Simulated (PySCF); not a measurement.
**Stationary points of S₂S₂**

Method: PySCF, PBE0, basis S def2-TZVP (no relativity, density fitting).

Relaxations began from a few typed shapes. The search is not exhaustive: other isomers or separated fragments can lie lower, and high-lying points may rest on an excited occupation.

Order these stationary points by electronic energy, lowest first, in kJ/mol from the lowest minimum.
A. singlet D∞h: S–S 1.891 Å (×2), S–S 2.212 Å; S–S–S 180.0° (×2)
B. singlet (closed shell, unstable to spin polarisation) C2h: S–S 1.913 Å (×2), S–S 2.031 Å; S–S–S 110.8° (×2)
C. singlet D4h: S–S 2.110 Å (×4); S–S–S 90.0° (×4)
D. singlet C2v: S–S 1.897 Å (×2), S–S 2.074 Å; S–S–S 106.9° (×2)

D (0.0), B (32.3), C (93.1), A (166.3).

Which of them are minima?

By energy in kJ/mol, 0.0: minimum; 32.3: minimum of the closed-shell surface only; 93.1: saddle point, 1 imaginary mode; 166.3: saddle point, 2 imaginary modes.
